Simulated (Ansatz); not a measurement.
**How far each method lies from full CI for AlH4, doublet**

Geometry: a point of a stretch scan, not a stationary point.

```xyz
5

Al   -0.0758    0.0278   -0.1314
H     0.4327    0.0295    1.9871
H    -0.3330    0.0187    1.9577
H     0.7173    1.4110   -0.1875
H     1.2132   -2.2033   -0.2390
```

Basis 6-31G; Ansatz 0.2.0. Correlated methods freeze the noble-gas cores, which leaves 7 electrons in 16 orbitals. Prefix R: restricted or restricted open-shell reference; prefix U: unrestricted. Active spaces: pair = (3e, 3o) about the gap; valence = (7e, 8o) chosen from the atoms' valence shells.

Full CI is exact within this basis and frozen core; it isn't the basis-set limit. The frozen core follows each run's orbitals, which can shift R against U totals by a few meV.

Unrestricted rows (U) aren't spin-pure: their determinants' ⟨S²⟩ exceeds S(S+1) by up to 0.29, so they mix in states of higher spin. For open shells CISD is restricted-active-space CI with the open shells as a complete middle space.

- UHF ⟨S²⟩: 1.036
- T1 diagnostic (RCCSD): 0.0458
- largest doubles amplitude (RCCSD): 0.106
- T1 diagnostic (UCCSD): 0.0700

```json
{"level": "UHF", "E − E(RHF) (eV)": "-0.4288"}
{"level": "RMP2", "E − E(RHF) (eV)": "-1.5745"}
{"level": "UMP2", "E − E(RHF) (eV)": "-1.6430"}
{"level": "RCCSD", "E − E(RHF) (eV)": "-2.4932"}
{"level": "UCCSD", "E − E(RHF) (eV)": "-2.5078"}
{"level": "RCCSD(T)", "E − E(RHF) (eV)": "-2.5420"}
{"level": "UCCSD(T)", "E − E(RHF) (eV)": "-2.5391"}
```

Question: Estimate how far full CI in 6-31G lies from RCCSD(T). The table doesn't fix it; the size of (T) and the diagnostics are the guide.

Answer: Full CI in 6-31G lies 0.57 kcal/mol below RCCSD(T), which is 51 % of the (T) step (-1.12 kcal/mol). T1 is raised, and the rest is a large part of (T).

The other levels:

| level | E − E(full CI) (kcal/mol) | share of correlation (%) | wall time |
| --- | --- | --- | --- |
| CISD | 5.12 | 91.35 | 0.21 s |
| BCCD(T) | 0.58 | 99.01 | 0.39 s |
| RCCSDT | 0.04 | 99.93 | – |
| UCCSDT | 0.05 | 99.91 | – |
| RCCSDT(Q) | 0.01 | 99.98 | 1.1 s |
| UCCSDT(Q) | 0.01 | 99.98 | 1.3 s |
| RCCSDTQ | 0.00 | 100.00 | 10 s |
| UCCSDTQ | 0.00 | 100.01 | 11 s |
| CASSCF (pair space) | 37.05 | 37.40 | – |
| NEVPT2 (pair space) | 12.33 | 79.17 | 0.15 s |
| MRCISD (pair space) | 1.69 | 97.14 | – |
| MRCISD+Q (pair space) | -0.03 | 100.04 | 0.24 s |
| CASSCF (valence space) | 10.48 | 82.29 | – |
| NEVPT2 (valence space) | 3.66 | 93.82 | 1.4 s |
| MRCISD (valence space) | 0.38 | 99.36 | – |
| MRCISD+Q (valence space) | 0.24 | 99.60 | 2.1 s |

The correlation energy at full CI, counted from RHF, is -2.567 eV. That run took 4.8 s on 1 thread of Arm Neoverse V2, shared host over 1,019,200 determinants.

Times hold each run's SCF and search for its determinant on a shared host, so for small cases they say little of a method's own cost; they ran on 1 thread of Arm Neoverse V2.

The full-CI state has the irrep A of C1, in the program's axes.

Natural occupations of full CI about the gap: 1.970 1.960 1.844 1.002 0.133 0.029 0.024 0.018 0.006 0.004; effectively unpaired electrons, Σ n²(2−n)², 1.16.
